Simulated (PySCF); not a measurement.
Species: benzene radical anion, C₆H₆ (charge -1 and doublet state).
Geometry (PBE0-D3(BJ)/def2-SVP, Å), atoms numbered from 1 in this order:
```
atom  x, y, z in Å
C1    -0.613   -1.416    0.480
C2     0.783   -1.359    0.403
C3     1.484   -0.179    0.162
C4     0.731    1.057   -0.023
C5    -0.665    1.000    0.054
C6    -1.366   -0.180    0.295
H7    -1.124   -2.363    0.682
H8     1.354   -2.290    0.541
H9     2.577   -0.185    0.099
H10    1.243    2.008   -0.200
H11   -1.236    1.931   -0.084
H12   -2.460   -0.178    0.339
```

As a line formula: benzene radical anion, `[CH]1C=CC=C[CH-]1` (charge -1).

Level of theory: UKS B3LYP, IGLO-III on C, pcH-1 on H, non-relativistic, mean-field spin-orbit, GIAO in PySCF 2.14.0. Whether the extra electron is bound in the gas phase wasn't checked; a finite basis holds it in any case. The geometry's basis has no diffuse functions, a weakness for an anion. Stability of the SCF solution: not tested. No frequencies were computed at this geometry's level, so the symmetric structure isn't shown to be a minimum.

The Mulliken spin populations are largest on C1 (+0.35), C4 (+0.35), C3 (+0.31) and C6 (+0.31). Four atoms exceed +0.15. The positive populations add up to 1.33 and the negative ones to -0.33, together 2S = 1.

Q: Test a(H) = Q·ρ(C) for the protons on planar carbons with a spin population beyond ±0.08.

A: 
```json
{"H": "H7", "C": "C1", "ρ(C)": "+0.351", "a(H) (G)": "-8.42", "a/ρ (G)": "-24.0"}
{"H": "H8", "C": "C2", "ρ(C)": "-0.112", "a(H) (G)": "+1.37", "a/ρ (G)": "-12.2"}
{"H": "H9", "C": "C3", "ρ(C)": "+0.308", "a(H) (G)": "-7.55", "a/ρ (G)": "-24.5"}
{"H": "H10", "C": "C4", "ρ(C)": "+0.351", "a(H) (G)": "-8.41", "a/ρ (G)": "-23.9"}
{"H": "H11", "C": "C5", "ρ(C)": "-0.112", "a(H) (G)": "+1.37", "a/ρ (G)": "-12.2"}
{"H": "H12", "C": "C6", "ρ(C)": "+0.308", "a(H) (G)": "-7.56", "a/ρ (G)": "-24.6"}
```

A least-squares line through the origin gives Q = -23.6 G with Mulliken populations. Where ρ is negative the coupling is positive.

Q: Leave H7 and its like out of the fit. How well does the relation then predict its coupling?

A: The other protons give Q = -23.1 G, so a = -23.1 × 0.351 ≈ -8.12 G, against the computed -8.42 G.

Couplings in gauss use g_iso = 2.0027.
